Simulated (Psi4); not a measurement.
Psi4 input (wB97X-D/6-311+G**):

```
memory 1500 MB

molecule {
-1 1
C     1.48923700    0.70079263    0.00925021
C    -0.03929376    0.78325927    0.00066342
S    -0.85165386   -0.85211429   -0.00580082
H    -0.35574310    1.36679086    0.87704767
H    -0.34577701    1.36877731   -0.87793506
H     1.96495899    1.69625100    0.01307846
H     1.82668773    0.14785365    0.88999214
H     1.83667574    0.14984447   -0.86885190
symmetry c1
no_reorient
no_com
}

set {
  basis 6-311+G**
  reference rks
  scf_type pk
  dft_radial_points 99
  dft_spherical_points 590
  e_convergence 1e-8
  d_convergence 1e-7
  maxiter 150
}

e = energy('wb97x-d')
print_out(f'\nFINAL {e:.10f} DIPOLE {variable("CURRENT DIPOLE")[0]:.6f} {variable("CURRENT DIPOLE")[1]:.6f} {variable("CURRENT DIPOLE")[2]:.6f}\n')
```

From the last part of the output:

```
      21A      0.229409    22A      0.247345    23A      0.257555
      24A      0.258514    25A      0.274968    26A      0.280338
      27A      0.305584    28A      0.326849    29A      0.333034
      30A      0.375889    31A      0.385807    32A      0.389240
      33A      0.414884    34A      0.445160    35A      0.470353
      36A      0.500739    37A      0.595515    38A      0.606460
      39A      0.614091    40A      0.631371    41A      0.646400
      42A      0.685415    43A      0.685451    44A      0.757212
      45A      0.845887    46A      0.850304    47A      0.866434
      48A      0.881502    49A      0.901185    50A      0.968026
      51A      0.996953    52A      1.080715    53A      1.122700
      54A      1.137813    55A      1.143467    56A      1.162158
      57A      1.235107    58A      1.311671    59A      1.344586
      60A      1.370914    61A      1.528120    62A      1.635076
      63A      1.701862    64A      1.781025    65A      1.802132
      66A      1.824142    67A      1.829027    68A      1.895428
      69A      1.907513    70A      1.985189    71A      1.990709
      72A      2.044137    73A      2.064895    74A      2.135739
      75A      2.233260    76A      2.264589    77A      2.292572
      78A      2.338331    79A      2.441292    80A      2.547300
      81A      2.578411    82A      2.689888    83A      2.739786
      84A      2.779881    85A      2.810793    86A      2.826347
      87A      2.867906    88A      2.874812    89A      2.888278
      90A      3.011080    91A      3.083414    92A      3.367121
      93A      3.568357    94A      4.025139    95A      4.058353
      96A      4.058555    97A      4.416612    98A      8.150306
      99A     17.728604   100A     17.733295   101A     17.826396
     102A     24.142661   103A     24.239920   104A    189.377029

    Final Occupation by Irrep:
              A
    DOCC [    17 ]
    NA   [    17 ]
    NB   [    17 ]

  @RKS Final Energy:  -477.44436466907609

   => Energetics <=

    Nuclear Repulsion Energy =             97.3624242031480378
    One-Electron Energy =                -856.5782041946141590
    Two-Electron Energy =                 309.2059837406264933
    DFT Exchange-Correlation Energy =     -27.4325009981240626
    Empirical Dispersion Energy =          -0.0020674201124185
    VV10 Nonlocal Energy =                  0.0000000000000000
    Total Energy =                       -477.4443646690760943

Computation Completed

Properties will be evaluated at   0.000000,   0.000000,   0.000000 [a0]

Properties computed using the SCF density matrix

 Multipole Moments:

 ------------------------------------------------------------------------------------
     Multipole            Electronic (a.u.)      Nuclear  (a.u.)        Total (a.u.)
 ------------------------------------------------------------------------------------

 L = 1.  Multiply by 2.5417464519 to convert [e a0] to [Debye]
 Dipole X            :          1.3616561            0.0000001            1.3616562
 Dipole Y            :          1.5620157            0.0000001            1.5620158
 Dipole Z            :          0.0095006           -0.0000001            0.0095005
 Magnitude           :                                                    2.0722189

 ------------------------------------------------------------------------------------

FINAL -477.4443646691 DIPOLE 1.361656 1.562016 0.009501

*** Psi4 exiting successfully. Buy a developer a beer!
```

The dipole moment of an ion depends on the origin.
